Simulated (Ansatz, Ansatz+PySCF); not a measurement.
```tsv
atom	x (Å)	y (Å)	z (Å)
C	0.0000	0.0000	-1.0272
S	0.0000	0.0000	0.3852
```

RHF-MP2 on singlet CS was run in several spherical basis sets with Ansatz (development build ahead of 0.2.0). Frozen core: 6 orbitals. Caution for RHF-MP2: no unrestricted run beside it, a lower state can exist.

Problem. Rank the basis sets by the total energy that they give, lowest first, with the distance from the lowest.
A. cc-pVDZ
B. def2-TZVP
C. def2-SVP
D. cc-pVTZ
E. 6-31G(d)

Solution. D (0.00 eV), B (0.12 eV), A (2.41 eV), E (3.23 eV), C (6.78 eV).

Totals follow the description of the cores as much as that of the bonds, so this order isn't one of quality for chemistry.
